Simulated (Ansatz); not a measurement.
One change: `C#N` becomes `BC#N`.

Ansatz, PBE0-D4/def2-TZVP geometries, multiplicity 1. 

```
                                                                                  property  `C#N`
                                                        LUMO energy (PBE0/def2-TZVPP) / eV   0.30
                                                       HOMO–LUMO gap (PBE/def2-TZVPP) / eV   8.17
                                                         HOMO energy (PBE/def2-TZVPP) / eV  -9.04
                                            zero-point energy (PBE0-D4/def2-TZVP) / kJ/mol   43.3
ideal-gas entropy at 298 K and 1 bar (rigid rotor, harmonic PBE0-D4/def2-TZVP) / J/(mol·K)    201
                                            size of the dipole moment (PBE/def2-TZVPP) / D   2.92
```

(1) What does the change do to each property? (Estimate.)

Results:

(1) The calculation gave: 
```
                                                                                  property  `BC#N`  shift
                                                        LUMO energy (PBE0/def2-TZVPP) / eV   -3.35  -3.65
                                                       HOMO–LUMO gap (PBE/def2-TZVPP) / eV    4.03  -4.14
                                                         HOMO energy (PBE/def2-TZVPP) / eV   -8.40   0.64
                                            zero-point energy (PBE0-D4/def2-TZVP) / kJ/mol    73.5   30.2
ideal-gas entropy at 298 K and 1 bar (rigid rotor, harmonic PBE0-D4/def2-TZVP) / J/(mol·K)     247     46
                                            size of the dipole moment (PBE/def2-TZVPP) / D    2.57  -0.35
```

With PBE0 the HOMO rises by 0.68 eV and the LUMO falls by 3.65 eV, so the gap narrows by about 4.33 eV. PBE moves the HOMO by 0.64 eV and ωB97M-V by 0.78 eV. The zero-point energy changes by 30.2 kJ/mol with +5 modes. Dipoles are sizes alone; their direction can turn.
